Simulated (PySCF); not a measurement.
Species: C6H10.
InChI=1S/C6H10/c1-5-6(2,3)4/h1H,2-4H3

The geometry is computed with GFN2-xTB (gas phase).

Take the most abundant isotopes and a rigid rotor. 

Question: Give the principal moments of inertia and the rotational constants in cm⁻¹.

Answer: Ia = 110.66, Ib = 185.02, Ic = 185.04 u·Å²; 505379 MHz·u·Å²/I gives 4567, 2731 and 2731 MHz, that is A = 0.15234, B = 0.09111, C = 0.09110 cm⁻¹.

Question: Classify the top.

Answer: A prolate symmetric top, as the point group C3v requires two equal moments: κ = (2 × 2731 − 4567 − 2731)/(4567 − 2731) = -1.00.

Question: Estimate the classical rotational partition function at 10 K, 50 K and 100 K.

Answer: Point group C3v, symmetry number σ = 3; q = (√π/σ)·√((kT/h)³/(ABC)), k/h = 20836.6 MHz/K: 304 at 10 K, 3400 at 50 K, 9630 at 100 K.

Whether it is a minimum is left open (no frequencies). No vibrational averaging or centrifugal distortion is included, and the geometry carries the error of its method.
